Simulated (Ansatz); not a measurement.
A run of Ansatz (development build ahead of 0.2.0) on singlet C₄H₆ at this shape:

```xyz
10

C     0.0000    0.0000   -2.2260
C     0.0000    0.0000   -0.6546
C     0.0000    0.0000    0.6546
C     0.0000    0.0000    2.2260
H     0.0000   -1.1085   -2.6581
H    -0.9600    0.5543   -2.6581
H     0.9600    0.5543   -2.6581
H     0.0000   -1.1085    2.6581
H     0.9600    0.5543    2.6581
H    -0.9600    0.5543    2.6581
```

Its results:

| Property | Result |
| --- | --- |
| Converged | yes |
| Total energy | -154.88759 hartree |
| Spin squared of the determinant | 0.000 |

Task: Which input gives this output? Name the method, the orbitals and the basis set, and write the input.

Result: RHF in def2-TZVP. An unrestricted run that stays on the closed shell gives the same numbers.

```yaml
crystal:
  periodic: [false, false, false]
  atoms:
    - { symbol: C, position_ang: [0.0, 0.0, -2.22602] }
    - { symbol: C, position_ang: [0.0, 0.0, -0.65464] }
    - { symbol: C, position_ang: [0.0, 0.0, 0.65464] }
    - { symbol: C, position_ang: [0.0, 0.0, 2.22602] }
    - { symbol: H, position_ang: [0.0, -1.10853, -2.65811] }
    - { symbol: H, position_ang: [-0.96001, 0.55426, -2.65811] }
    - { symbol: H, position_ang: [0.96001, 0.55426, -2.65811] }
    - { symbol: H, position_ang: [0.0, -1.10853, 2.65811] }
    - { symbol: H, position_ang: [0.96001, 0.55426, 2.65811] }
    - { symbol: H, position_ang: [-0.96001, 0.55426, 2.65811] }
basis:
  gaussian: { orbitals: def2-TZVP }
hamiltonian:
  xc: hf
```

Caution: no unrestricted run beside it, a lower state can exist.
